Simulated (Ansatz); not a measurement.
One starting cell of Ta (a generated cell, Ta built in the bcc structure type) was relaxed twice with Ansatz (plane waves, PAW, scalar-relativistic): with r2SCAN at 500 eV and with PBE at 420 eV. The r2SCAN result:

```xyz
1
Lattice="-1.6526 1.6526 1.6526 1.6526 -1.6526 1.6526 1.6526 1.6526 -1.6526" Properties=species:S:1:pos:R:3 pbc="T T T"
Ta     0.0000     0.0000     0.0000
```

| quantity | r2SCAN | PBE |
|---|---|---|
| space group | Im-3m | Im-3m |
| volume (Å³/atom) | 18.05 | ___ |
| a (Å) | 3.305 | ___ |
| gap (eV, no spin-orbit coupling) | 0.00 | ___ |

### Question
Fill in the PBE column.

### Answer

- volume (Å³/atom), PBE: 18.29
- a (Å), PBE: 3.320
- gap (eV, no spin-orbit coupling), PBE: 0.00

Both levels end in the same structure; PBE's volume is 1.3 % larger. Neither column is exact.

No spin polarisation in the result.

Measured for Ta: a 3.299 Å (static lattice; corrected from measurement; as listed in Daniel Mejia-Rodriguez, S. B. Trickey, Phys. Rev. B (2018)). Computed minus measured — a: r2SCAN +0.2 %, PBE +0.6 %. The computed values are for a static lattice.

The run could not lose the symmetry of its start.

Ansatz is a program for electronic structure.
